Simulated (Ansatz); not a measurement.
# C3H6F: the cost of one run

Method: the levels named in each step, in Ansatz 0.2.0.

### 1 The system as given

Bond lengths: C2–C3 1.365 Å, C3–C4 1.390 Å, F1–H5 0.982 Å, C2–H6 1.077 Å, C2–H7 1.074 Å, C3–H8 1.083 Å, C4–H9 1.080 Å, C4–H10 1.078 Å. Angles: C2–C3–C4 123.9°, C2–C3–H8 118.4°, C4–C3–H8 117.7°, C3–C2–H6 121.0°, C3–C2–H7 121.6°, H6–C2–H7 117.4°, C3–C4–H9 119.9°, C3–C4–H10 120.6°, H9–C4–H10 117.3°.

Structure file:

```xyz
10

F     1.3273   -1.5634    0.3454
C    -0.5209    1.7929    0.4791
C    -0.4549    0.8906   -0.5434
C    -0.8754   -0.4298   -0.4393
H     0.5119   -1.1029    0.0494
H    -0.9199    1.5147    1.4396
H    -0.1829    2.8055    0.3594
H    -0.0279    1.2098   -1.4860
H    -1.4116   -0.7552    0.4393
H    -0.9291   -1.0592   -1.3126
```

### 2 A rough first relaxation, PBE-D4/def2-SVP

This run stands in another session on the same molecule. It ended at:

```xyz
10

F     1.6273   -1.4374   -0.4292
C    -0.6198    1.8540    0.5060
C    -0.3929    0.7749   -0.3476
C    -1.1135   -0.4207   -0.3395
H     0.8573   -1.1209    0.0123
H    -1.4196    1.8209    1.2640
H    -0.0107    2.7675    0.4447
H     0.4292    0.8619   -1.0804
H    -1.9445   -0.5797    0.3671
H    -0.8962   -1.2175   -1.0665
```

### 3 Relaxation, HF/STO-3G

input.yaml reads:

```yaml
crystal:
  periodic: [false, false, false]
  atoms:
    - { symbol: F, position_ang: [1.62727969, -1.43741784, -0.42920733] }
    - { symbol: C, position_ang: [-0.61982269, 1.853995, 0.50602696] }
    - { symbol: C, position_ang: [-0.39286883, 0.77487585, -0.34762551] }
    - { symbol: C, position_ang: [-1.11347576, -0.42068077, -0.33948488] }
    - { symbol: H, position_ang: [0.85734072, -1.12087665, 0.01228812] }
    - { symbol: H, position_ang: [-1.41955972, 1.82094372, 1.26404979] }
    - { symbol: H, position_ang: [-0.01068582, 2.76747433, 0.44474834] }
    - { symbol: H, position_ang: [0.42916857, 0.8618796, -1.08042259] }
    - { symbol: H, position_ang: [-1.94450208, -0.57972944, 0.36711863] }
    - { symbol: H, position_ang: [-0.89617408, -1.21747381, -1.06650154] }
magnetization:
  spin_polarized: true
  initial_magnetization: 1
basis:
  gaussian: { orbitals: STO-3G }
hamiltonian:
  xc: hf
relax:
  f_tol: 0.002
  max_steps: 150
```

Launch:

```
$ ansatz run input.yaml --threads 4 --pin off --max-ram 10240MiB --backend cpu --events-out ev --progress --plain --runs-dir out
```

Q: Estimate wall time and peak memory on 4 threads of Intel Xeon at 2.50GHz (Skylake/Cascade Lake), shared host.

About 19 s, with a peak of 0.1 GiB.
